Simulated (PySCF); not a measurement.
# Cost of response and excited-state runs on `C/C=C(/C)[CH+]C`, [C6H11]+, charge +1

Cartesian coordinates in Å; atom numbers follow the order of the lines, from 1:
```xyz
17

C     2.480   -0.082    0.089
C     1.288    0.743    0.025
C    -0.049    0.369   -0.013
C    -1.103    1.430   -0.079
C    -0.427   -0.969    0.010
C    -1.805   -1.415   -0.026
H     2.313   -1.153    0.108
H     3.132    0.177   -0.752
H     3.067    0.217    0.964
H     1.482    1.811    0.005
H    -1.709    1.314   -0.976
H    -0.667    2.424   -0.090
H    -1.770    1.362    0.780
H     0.342   -1.729    0.057
H    -2.309   -1.019   -0.915
H    -1.902   -2.496    0.001
H    -2.369   -0.971    0.803
```

Total charge +1.

PySCF with density fitting, on 1 thread of an Arm Neoverse V2, shared host. Command: `OMP_NUM_THREADS=1 python excited_run.py task.json out`

Q: How long does each of these runs take, and how much memory?
- excited states, PBE0/def2-SVPD; Tamm-Dancoff; spin-orbit couplings; 5 states; 6 triplets; quadratic response for 4 states
- excited states, wB97X-D/def2-SVPD; two-photon moments; 6 states; quadratic response for 5 states; 0 triplets

A: 
```csv
run,level,basis functions,wall time,peak memory (GiB)
excited states,PBE0/def2-SVPD,208,21 s,0.72
excited states,wB97X-D/def2-SVPD,208,26 s,0.78
```
Times from a shared host are rough.
